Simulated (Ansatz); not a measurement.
Input file:

```yaml
crystal:
  periodic: [false, false, false]
  atoms:
    - {symbol: C, position_ang: [0.000000, 0.000000, 0.762209]}
    - {symbol: C, position_ang: [0.000000, 0.000000, -0.762209]}
    - {symbol: H, position_ang: [0.000000, 1.018957, 1.157229]}
    - {symbol: H, position_ang: [-0.882443, -0.509479, 1.157229]}
    - {symbol: H, position_ang: [0.882443, -0.509479, 1.157229]}
    - {symbol: H, position_ang: [0.000000, -1.018957, -1.157229]}
    - {symbol: H, position_ang: [-0.882443, 0.509479, -1.157229]}
    - {symbol: H, position_ang: [0.882443, 0.509479, -1.157229]}
basis:
  gaussian: {orbitals: 6-31G}
correlation: {method: fic_mrcisd_q, electrons: outside_noble_gas, active_space: {window: {electrons: 8, orbitals: 8}}}
```

```sh
$ ansatz run in.yaml --threads 1 --pin off --events-out ev --progress --plain --max-ram 3328MiB --backend cpu
```

Output:

```
446 factors; integrals over basis functions are off by at most 1.9e-4 eV
mean field evaluation 1: about -2154.0675 eV, gradient 1.9e1 eV
mean field evaluation 2: about -2154.0621 eV, gradient 1.9e1 eV
mean field evaluation 4: about -2155.0603 eV, gradient 1.6e0 eV
mean field evaluation 8: about -2155.0675 eV, gradient 3.0e-5 eV
mean field -2155.06752594 eV, -79.1972708210 hartree, gradient 6.7e-7 eV, S^2 0.000000; 0 other end points of the search recorded, 0 dependent functions left out
reference -2155.06752594 eV, -79.1972708210 hartree; 9, 9 occupied and 21, 21 virtual orbitals, 446 factors
state -2157.32543576 eV, -79.2802474765 hartree
contracted CI cycle   1: correlation 0.00000000 eV, 0.0000000000 hartree, residual 1.56e1 eV
contracted CI cycle   2: correlation -3.42730838 eV, -0.1259512599 hartree, residual 3.14e0 eV
contracted CI cycle   3: correlation -3.58121944 eV, -0.1316073869 hartree, residual 6.98e-1 eV
contracted CI cycle   4: correlation -3.58949454 eV, -0.1319114915 hartree, residual 1.67e-1 eV
contracted CI cycle   5: correlation -3.58995125 eV, -0.1319282751 hartree, residual 5.00e-2 eV
contracted CI cycle   6: correlation -3.58998948 eV, -0.1319296800 hartree, residual 1.54e-2 eV
contracted CI cycle   7: correlation -3.58999340 eV, -0.1319298239 hartree, residual 4.24e-3 eV
contracted CI cycle   8: correlation -3.58999366 eV, -0.1319298335 hartree, residual 1.24e-3 eV
state -2157.32543576 eV, -79.2802474765 hartree; corrected -2161.12437381 eV, -79.4198558749 hartree
state -2157.11260583 eV, -79.2724261207 hartree
contracted CI cycle   1: correlation 0.00000000 eV, 0.0000000000 hartree, residual 1.60e1 eV
contracted CI cycle   2: correlation -3.60745081 eV, -0.1325713720 hartree, residual 3.26e0 eV
contracted CI cycle   3: correlation -3.76834345 eV, -0.1384840674 hartree, residual 7.53e-1 eV
contracted CI cycle   4: correlation -3.77769742 eV, -0.1388278195 hartree, residual 1.98e-1 eV
contracted CI cycle   5: correlation -3.77827968 eV, -0.1388492174 hartree, residual 5.80e-2 eV
contracted CI cycle   6: correlation -3.77832869 eV, -0.1388510183 hartree, residual 1.77e-2 eV
contracted CI cycle   7: correlation -3.77833352 eV, -0.1388511960 hartree, residual 5.35e-3 eV
contracted CI cycle   8: correlation -3.77833396 eV, -0.1388512119 hartree, residual 1.71e-3 eV
state -2157.11260583 eV, -79.2724261207 hartree; corrected -2161.12283911 eV, -79.4197994758 hartree
state -2157.32543576 eV, -79.2802474765 hartree; corrected -2161.12437381 eV, -79.4198558749 hartree
2 active orbitals were swapped for others, from the solution at -2157.11260560 eV, -79.2724261125 hartree to that at -2157.32543165 eV, -79.2802473256 hartree; typed "places" are swapped only where nearly empty or full, and so, without "given_window_search", are "orbital_numbers", "shells" and a window whose orbitals a file names under [Active]
Total energy: -2161.12437381 eV, -79.4198558749 hartree
```

Natural occupations: 1.9838 1.9786 1.9767 1.9767 0.0220 0.0220 0.0203 0.0199.

For the same geometry and basis RCCSDTQ lies 30.1 meV lower.

Ran on 1 thread of AMD EPYC 7R13, shared host: 12 s wall, 0.34 GiB peak host memory.
